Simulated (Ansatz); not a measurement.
# C2HNO2: one species, many methods

Aim: compute C2HNO2 with functionals from several rungs and with coupled cluster, and see how far each lands from CCSD(T) at the basis-set limit for the atomisation energy.

Computed with Ansatz 0.2.0, Gaussian basis. Level: functionals in def2-TZVPP, the program's frozen cores in correlated methods.

Plan: LDA (SPW92), PBE-D4, revPBE-D4, BLYP-D4, r2SCAN-D4, B97M-V, PBE0-D4, B3LYP-D4, r2SCANh-D4, r2SCAN0-D4, HSE06-D4, BHLYP-D4, CAM-B3LYP-D4, LC-ωPBE, ωB97X-V, ωB97M-V, B2PLYP, PBE-QIDH; CCSD(T)/def2-SVP; CCSD(T)/def2-TZVPP; MP2/def2-QZVPP; extrapolation to the limit; RPA on PBE.

## (1) Structure used throughout

All runs share one geometry, relaxed beforehand with PBE0-D4 in a triple-zeta def2 set.

SMILES `N#COC=O`, 6 atoms, charge 0, spin multiplicity 1.

Atoms are counted from 1 here; the program's logs count them from 0.

Bond lengths: N1–C2 1.151 Å, C2–O3 1.298 Å, O3–C4 1.398 Å, C4–O5 1.175 Å, C4–H6 1.094 Å. Angles: N1–C2–O3 176.6°, C2–O3–C4 117.2°, O3–C4–O5 124.4°, O3–C4–H6 106.8°, O5–C4–H6 128.9°.

## (2) LDA

This LDA is Slater exchange with PW92 correlation.

in.yaml reads:

```yaml
crystal:
  periodic: [false, false, false]
  atoms:
    - {symbol: N, position_ang: [1.545559, -1.763287, 0.432201]}
    - {symbol: C, position_ang: [0.730781, -0.958539, 0.543472]}
    - {symbol: O, position_ang: [-0.194466, -0.071267, 0.743921]}
    - {symbol: C, position_ang: [-0.574173, 0.713953, -0.348374]}
    - {symbol: O, position_ang: [-0.111840, 0.620671, -1.424874]}
    - {symbol: H, position_ang: [-1.353762, 1.394469, 0.007454]}
basis:
  gaussian: {orbitals: def2-TZVPP}
hamiltonian: {xc: lda}
output: {orbitals: {seedname: orbitals}}
```

The run is started by

```console
$ ansatz run in.yaml --threads 2 --pin off --events-out ev --progress --plain --max-ram 4352MiB
```

After this run come: PBE-D4 (GGA); revPBE-D4 (GGA); BLYP-D4 (GGA); r2SCAN-D4 (meta-GGA); B97M-V (meta-GGA); B3LYP-D4 (hybrid); r2SCANh-D4 (hybrid); r2SCAN0-D4 (hybrid); HSE06-D4 (hybrid); BHLYP-D4 (hybrid); CAM-B3LYP-D4 (range-separated); LC-ωPBE (range-separated); ωB97X-V (range-separated); ωB97M-V (range-separated); B2PLYP (double hybrid); PBE-QIDH (double hybrid); CCSD(T) in def2-SVP; CCSD(T) in def2-TZVPP; MP2 in def2-QZVPP; RPA on PBE orbitals.

**Question.** What will the summary of the whole plan be? Wanted: atomisation energy, CCSD(T)/CBS; farthest beyond LDA; mean size of error, GGA; mean size of error, meta-GGA; mean size of error, hybrid; mean size of error, range-separated; mean size of error, double hybrid; gap, smallest and largest; T1 diagnostic.

**Answer**, as computed:

```
                               quantity                                      value
        atomisation energy, CCSD(T)/CBS                              2791.8 kJ/mol
 functionals within 14.0 kJ/mol (0.5 %)                             B97M-V, B2PLYP
                    farthest beyond LDA                     PBE-D4 (+199.9 kJ/mol)
                mean size of error, GGA                               125.5 kJ/mol
           mean size of error, meta-GGA                                17.7 kJ/mol
             mean size of error, hybrid                                68.9 kJ/mol
    mean size of error, range-separated                                23.3 kJ/mol
      mean size of error, double hybrid                                11.3 kJ/mol
              gap, smallest and largest  5.21 eV (LDA (SPW92)), 13.12 eV (LC-ωPBE)
                          T1 diagnostic                                     0.0167
triples share of the correlation energy                                      4.6 %
```

In words: LDA overbinds by 623.3 kJ/mol (22 %). PBE-D4 is off by +199.9 kJ/mol. Double hybrids carry the basis error of their MP2 part in triple zeta, and no dispersion term here, so their miss is partly the set-up's. By mean error the best rung here is double hybrid (11.3 kJ/mol) and the worst beyond LDA is GGA (125.5 kJ/mol). The gap between the best rungs is small, so their order is not settled. The reference freezes the cores and leaves out relativity and excitations past (T), so misses under about 14.0 kJ/mol can't be ranked. Hartree-Fock recovers 61 % of the binding; the rest is correlation. CCSD(T) in def2-SVP is off by -149.3 kJ/mol, so the small basis spoils what the method gains. Orbital gaps span 5.2 to 13.1 eV; exact exchange widens them.
